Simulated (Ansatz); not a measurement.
## Ansatz (development build ahead of 0.2.0) run

```yaml
crystal:
  periodic: [false, false, false]
  atoms:
    - { symbol: O, position_ang: [0.0, 1.10381, -0.22854] }
    - { symbol: O, position_ang: [0.0, 0.0, 0.45708] }
    - { symbol: O, position_ang: [0.0, -0.99343, -0.15998] }
basis:
  gaussian: { orbitals: pcseg-2 }
magnetization:
  spin_polarized: true
hamiltonian:
  xc: { name: wB97X }
```

The input is written out in the form of the current development build from the run's settings.

Output:

| Quantity | Value |
| --- | --- |
| Converged | yes |
| Total energy | -225.44139 hartree |
| Spin squared of the determinant | 0.347 |
| Stability test | minimum |

Caution: the unrestricted determinant is spin contaminated.
